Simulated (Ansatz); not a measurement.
# SiH5O (doublet): wave-function methods side by side at distance Si1–H5 along a hydrogen transfer = 1.729 Å, cc-pVDZ

The task here is to estimate one member of a computed series from the others.

Computed with Ansatz 0.2.0, Gaussian basis. Level: cc-pVDZ, core rule «outside noble gas», up to 6 orbitals frozen.

To be run: UHF; CCSD(T) on ROHF; CCSD(T) on UHF; BCCD(T) on ROHF; CISD; CCSDT(Q) on ROHF; CCSDT(Q) on UHF; CASSCF and MRCISD+Q, 3 electrons in 3 orbitals; CASSCF and NEVPT2, 3 electrons in 3 orbitals.

## What is computed

The geometry derives from fragments relaxed apart (PBE0/def2-TZVP) and kept rigid, so it is no stationary point. A hydrogen atom is moved between rigid fragments.

7 atoms, charge 0, spin multiplicity 2.

Atoms are counted from 1 here; the program's logs count them from 0.

Bond lengths: Si1–H2 1.485 Å, Si1–H3 1.485 Å, Si1–H4 1.485 Å, H5–O6 1.088 Å, O6–H7 0.973 Å. Angles: H2–Si1–H3 109.5°, H2–Si1–H4 109.5°, H3–Si1–H4 109.5°, H5–O6–H7 105.0°.

Set-up of the first run:

in.yaml reads:

```yaml
crystal:
  periodic: [false, false, false]
  atoms:
    - {symbol: Si, position_ang: [-0.985450, 0.019286, 0.000000]}
    - {symbol: H, position_ang: [-1.480323, 1.418994, 0.000000]}
    - {symbol: H, position_ang: [-1.480322, -0.680568, 1.212183]}
    - {symbol: H, position_ang: [-1.480322, -0.680568, -1.212182]}
    - {symbol: H, position_ang: [0.743550, 0.019286, 0.000000]}
    - {symbol: O, position_ang: [1.831550, 0.019286, -0.000001]}
    - {symbol: H, position_ang: [2.083408, -0.920664, -0.000001]}
basis:
  gaussian: {orbitals: cc-pVDZ}
magnetization: {spin_polarized: true, initial_magnetization: 1}
hamiltonian: {xc: hf}
output: {orbitals: {seedname: orbitals}}
```

Launch:

```console
ansatz run in.yaml --threads 1 --pin off --events-out ev --progress --plain --max-ram 2816MiB --backend cpu
```

Among the steps run: UHF; CCSD(T) on ROHF; CCSD(T) on UHF; BCCD(T) on ROHF; CISD; CCSDT(Q) on ROHF; CCSDT(Q) on UHF; CASSCF and MRCISD+Q, 3 electrons in 3 orbitals; CASSCF and NEVPT2, 3 electrons in 3 orbitals.

One table of the session follows, with a row left open; its other results are not shown here.

It belongs to the step «Misses and costs». 

```
       method  from UCCSDT(Q) (kcal/mol)
         ROHF                    +225.57
          UHF                    +221.79
         RMP2                     +26.84
         UMP2                     +28.33
         CISD                     +25.82
        RCCSD                      +5.50
        UCCSD                      +5.38
     RCCSD(T)                      +1.01
     UCCSD(T)                      +1.02
      BCCD(T)                      +1.00
       RCCSDT                      +0.46
       UCCSDT                      +0.45
    RCCSDT(Q)                      +0.01
    UCCSDT(Q)                          0
  CASSCF pair                    +209.73
  NEVPT2 pair                     +28.03
  MRCISD pair                     +22.93
MRCISD+Q pair                          ?
```

**Question.** Estimate the row for MRCISD+Q pair.

As computed: from UCCSDT(Q) (kcal/mol): +3.47. In the column «from UCCSDT(Q) (kcal/mol)» it lies between UCCSD(T) (+1.02) and UCCSD (+5.38).

Caveats from the session: Restricted and unrestricted rows rest on different reference determinants; where their highest levels disagree by more than a few hundredths of an eV, they describe different states and don't form one ladder.
